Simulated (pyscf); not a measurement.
Hydrogen abstraction: H₃C–Ga(CH₃)–NH₂ + H• → H₃C–Ga(CH₃)–NH• + H₂

Gas phase, doublet surface, charge 0. Bonds broken: N4–H11. Bonds formed: H11–H13. Optimised with ωB97X-D3(BJ)/def2-SVP in PySCF.

Transition state (Å):

```xyz
13

C      1.7185     0.4686    -0.1137
Ga    -0.2281     0.2654     0.0139
C     -1.2713    -1.2849    -0.5991
N     -1.1624     1.5823     0.9528
H      2.2406    -0.5006    -0.1082
H      2.1047     1.0890     0.7097
H      1.9739     0.9788    -1.0581
H     -1.0253    -1.5305    -1.6453
H     -2.3564    -1.1198    -0.5224
H     -1.0157    -2.1690     0.0088
H     -0.3874     2.7197     1.0640
H     -2.0115     1.9834     0.5403
H      0.0593     3.4211     0.7945
```

One imaginary mode, 1055i cm⁻¹; descent along it reached the two sides named.

```tsv
bond	change	reactant side (Å)	saddle	product side
N4–H11	breaks	1.014	1.381	2.547
H11–H13	forms	3.5	0.874	0.763
```

Electronic energies relative to the separated reactants (eV):

```
level                   barrier  reaction energy  reverse barrier
----------------------  -------  ---------------  ---------------
ωB97X-D3(BJ)/def2-TZVP     0.74            +0.46             0.28
PBE/def2-TZVP              0.51            +0.46             0.05
r²SCAN/def2-TZVP           0.46            +0.30             0.17
B3LYP-D3(BJ)/def2-TZVP     0.48            +0.28             0.20
PBE0-D3(BJ)/def2-TZVP      0.65            +0.50             0.16
M06-2X/def2-TZVP           0.85            +0.51             0.33
ωB97M-D3(BJ)/def2-TZVP     0.75            +0.47             0.28
HF/def2-TZVP               1.12            +0.22             0.89
```

With ωB97M-D3(BJ)/def2-TZVP energies and thermal terms (ideal gas, 1 atm, RRHO with modes under 100 cm⁻¹ raised to 100, one conformer, R ln 2 for chiral ones without a mode under 150 cm⁻¹), in eV:

```tsv
T (K)	ΔH‡	ΔG‡	ΔH	ΔG
298	0.65	0.93	+0.39	+0.30
600	0.63	1.21	+0.39	+0.21
900	0.62	1.50	+0.38	+0.12
1200	0.62	1.80	+0.37	+0.03
```

One saddle was located; it need not be the lowest between these sides. The angle at the transferred H is 157°. Elements up to Kr have no core potential and no relativistic terms here.
